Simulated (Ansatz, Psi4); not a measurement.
Predicting a hybrid from its neighbours: C2H3FO (acetyl fluoride)

C2H3FO: 7 atoms, total charge 0, spin state singlet. As SMILES, `CC(=O)F`. The shape is that of a PBE0-D4/def2-TZVP optimisation.

The HOMO–LUMO gap y, in eV, basis aug-cc-pVDZ; a is the functional's share of exact exchange. Programs: Ansatz 0.2.0, Psi4 1.11.

| functional | program | a | y (eV) |
| --- | --- | --- | --- |
| BLYP | Ansatz | 0 | 5.65 |
| r2SCAN | Ansatz | 0 | 6.29 |
| TPSSh | Psi4 | 0.1 | ? |
| B3LYP | Ansatz | 0.2 | 7.96 |
| PBE0 | Ansatz | 0.25 | 8.54 |
| BHLYP | Ansatz | 0.5 | 10.74 |

**Question.** Fit y = c + s·a to the known rows and predict TPSSh.

**Answer.** 
1. Means of the 5 rows: a = 0.1900, y = 7.836.
2. Σ(Δa)² = 0.172, Σ(Δa·Δy) = 1.6528, so the slope is 1.6528/0.172 = 9.6093.
3. Intercept: 7.836 − (9.6093) × 0.1900 = 6.010. The largest residual of the fit is 0.36.
4. TPSSh: 6.010 + (9.6093) × 0.1 = 6.97 eV.

The run gave 7.03 eV, so the prediction is off by -0.06 eV, within the largest residual. Exact exchange lowers occupied levels and raises empty ones. The rows mix families of semi-local functionals, which the line can't see.
